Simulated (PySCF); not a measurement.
Neon: a sound run and one with changed settings

Sound run: Ne [Ne], Ne⁺ [He] 2s2 2p5. Computed with PySCF 2.14 in cc-pVDZ (3s2p1d, 14 functions), with no relativity, point nucleus. In the sound run the correlated levels freeze 1s2. The sound run starts from symmetry-adapted Hartree-Fock orbitals and uses a fine grid where one is needed.

Changed run: a valence shell is frozen. This setting is unsound on purpose.

| species | method | sound run (hartree) | changed run (hartree) | converged |
| --- | --- | --- | --- | --- |
| Ne | MP2 | -128.67430 | -128.62892 | yes |
| Ne | CCSD(T) | -128.67884 | -128.63273 | yes |
| Ne⁺ | MP2 | -127.89985 | -127.85252 | yes |
| Ne⁺ | CCSD(T) | -127.91114 | -127.85914 | yes |

Ionisation energy of Ne:

| method | sound run (eV) | changed run (eV) |
| --- | --- | --- |
| UHF | 19.668 | 19.668 |
| MP2 | 21.074 | 21.127 |
| SCS-MP2 | 20.950 | 21.047 |
| CCSD | 20.889 | 21.043 |
| CCSD(T) | 20.890 | 21.051 |

Freezing a valence shell removes pair correlation that changes on ionisation.

For comparison, NIST gives 21.565 eV between the lowest levels.
